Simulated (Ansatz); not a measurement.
Conformers of C$_{3}$H$_{8}$O$_{2}$, SMILES `COCOC`, each relaxed with PBE0-D4/def2-TZVP in Ansatz. CBS adds the triple-zeta coupled-cluster correction to the MP2 limit.

Not all of them had a frequency check.

Conformer A:

```xyz
13

C    -1.332    1.012   -0.831
O    -0.172    0.280   -1.149
C     0.867    0.477   -0.244
O     0.614   -0.036    1.025
C     0.550   -1.444    1.051
H    -2.060    0.821   -1.619
H    -1.119    2.089   -0.794
H    -1.753    0.707    0.132
H     1.055    1.548   -0.093
H     1.743   -0.006   -0.694
H     0.393   -1.739    2.088
H     1.488   -1.886    0.690
H    -0.274   -1.824    0.438
```

Conformer B:

Cartesian coordinates in Å:
```
C -1.356 -1.409 -0.742
O -1.462 -0.007 -0.639
C -0.264 0.618 -0.396
O 0.197 0.294 0.887
C 1.457 0.846 1.148
H -1.069 -1.860 0.211
H -0.619 -1.690 -1.506
H -2.336 -1.781 -1.038
H -0.446 1.698 -0.478
H 0.500 0.318 -1.141
H 1.746 0.542 2.154
H 2.214 0.486 0.437
H 1.437 1.944 1.104
```

**Question.** Which is lowest in electronic energy at CCSD(T)/CBS (frozen core, def2 sets), and by how much? (Best estimate.)

**Answer.** Ansatz gave: A; B lies 11.4 kJ/mol higher.

**Question.** Give the energies relative to A (kJ/mol) with ωB97X-V/def2-TZVPP, B2PLYP/def2-TZVPP, PBE/def2-TZVPP, PBE0/def2-TZVPP, CCSD(T)/def2-TZVPP, MP2/def2-QZVPP, SCS-MP2/def2-QZVPP. (Estimate.)

**Answer.** Computed: 
| level | B |
| --- | --- |
| ωB97X-V/def2-TZVPP | 11.0 |
| B2PLYP/def2-TZVPP | 10.3 |
| PBE/def2-TZVPP | 9.8 |
| PBE0/def2-TZVPP | 9.4 |
| CCSD(T)/def2-TZVPP | 11.1 |
| MP2/def2-QZVPP | 11.4 |
| SCS-MP2/def2-QZVPP | 11.0 |
